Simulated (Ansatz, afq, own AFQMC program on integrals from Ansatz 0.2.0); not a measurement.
CH4, singlet: AFQMC among the cluster methods

```xyz
5

C     0.0094    0.0094   -0.0094
H     0.6375    0.6394    0.6198
H    -0.7725   -0.7666    0.7693
H    -0.6171    0.6375   -0.6419
H     0.6396   -0.6221   -0.6351
```

Basis 6-31G. Noble-gas cores (and the filled d shells of Ga–Kr and In–Xe) are frozen. Ansatz 0.2.0 and our own AFQMC program on the same integrals; the CISD trial comes from CCSD amplitudes, and released means the phaseless constraint is let go. Error bars are statistical, one sigma.

Determinant: RHF, the one that the program's search chose, which needn't be the lowest solution. The geometry is a point of a scan.

Full CI on the same integrals is exact in this basis and with this determinant's frozen core.

```
T1 diagnostic                               : 0.0061
weight of the determinant in the CISD state : 0.938
size of the correlated space                : 8 electrons in 16 orbitals
```

Reference: full CI, correlation energy -3.444 eV. The released energy is read at 2.40 1/Eh (meV from the phaseless value at times in 1/Eh: -1.4 ± 1.7 at 0.24, -0.8 ± 0.9 at 0.51, 0.1 ± 1.3 at 0.99, -0.2 ± 1.0 at 1.62, 1.2 ± 1.1 at 2.40).

| level | E − E(reference) (kJ/mol) | share of correlation (%) |
| --- | --- | --- |
| HF | 332.3 | 0.00 |
| MP2 | 62.0 | 81.33 |
| CCSD | 6.1 | 98.18 |
| CCSD(T) | 0.9 | 99.73 |
| CCSDT | 0.2 | 99.93 |
| CCSDT(Q) | 0.0 | 100.00 |
| CCSDTQ | 0.0 | 99.99 |
| ph-AFQMC/CISD | -0.1 ± 0.2 | 100.03 |
| released AFQMC | 0.0 ± 0.1 | 99.99 |

CCSDT and higher add their correlation energy to the determinant of the CCSD(T) run, since their own runs factorise the integrals more tightly (a shift of under 2 meV). A walk keeps the symmetry of its determinant, which the program's search chose and which needn't be the lowest solution, so a lower state of the same spin and another symmetry isn't excluded. Released energies are given only where the last usable release times agree within the noise; a slower fall can still hide under it.
